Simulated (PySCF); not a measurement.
Species: P₂.
SMILES: `P#P`

Linear response at B3LYP/def2-SVPD (PySCF, frozen core in the response, non-relativistic). Geometry: PBE0-D3(BJ)/def2-SVP; no solvent, vibrations or thermal averaging.

Static isotropic polarisability: 45.85 au (6.79 Å³), principal values 35.8, 35.8, 66.0 au.

Q: What is the polarisability at 1064 nm and at the sodium D line?

A: 46.50 au at 1064 nm (+1.4 %), 48.07 au at 589.3 nm (+4.8 %). The rise at 589.3 nm is 3.41 times that at 1064 nm; a pure ω² law gives 3.26. The lowest singlet lies at 346 nm, shorter than both wavelengths.

Q: What is the isotropic C6 coefficient between two such molecules, C6 = (3/π)∫α(iω)² dω?

A: 623.8 au (Eh·bohr⁶) by a ten-point quadrature over imaginary frequencies, which is 373 eV·Å⁶ or 36 J·nm⁶/mol.

Q: Which effective excitation energy ω̄ makes London's formula C6 = (3/4)α²ω̄ exact here?

A: ω̄ = 4·C6/(3α²) = 0.396 Eh = 10.8 eV. A one-pole form α(ω) = α/(1 − ω²/ω̄²) fitted to the 1064 nm value gives 9.8 eV. London's choice of the ionisation energy (10.49 eV, ΔSCF at the same level) gives C6 = 608 au, 3 % too low.

Q: What n − 1 at the D line would an ideal gas of it have at 273.15 K and 1 atm (2.6868 × 10¹⁹ cm⁻³), by n − 1 = 2π·N·α′?

A: 12.02 × 10⁻⁴, a formal value whether or not that pressure can be reached.

Q: How anisotropic is the static polarisability, by Δα² = ½[(α1 − α2)² + (α2 − α3)² + (α3 − α1)²]?

A: Δα = 30.2 au, or 0.66 of the isotropic value.

Q: The lowest 6 singlets have (eV, f): 3.58, 0.000; 3.93, 0.000; 3.93, 0.000; 4.37, 0.000; 4.37, 0.000; 6.32, 0.234. What share of the static polarisability do they carry in the sum over states α = Σ f/ω²?

A: 4.33 au, 9.5 % of α; the largest term, 4.33 au, is that of the state at 6.32 eV. Their oscillator strengths add up to 0.23. Higher states carry the rest.

Hardware: AMD EPYC, one thread, shared host. Cost: 1.5 s of wall time, 0.28 GiB resident at most. This is the whole response run at B3LYP/def2-SVPD, SCF included.
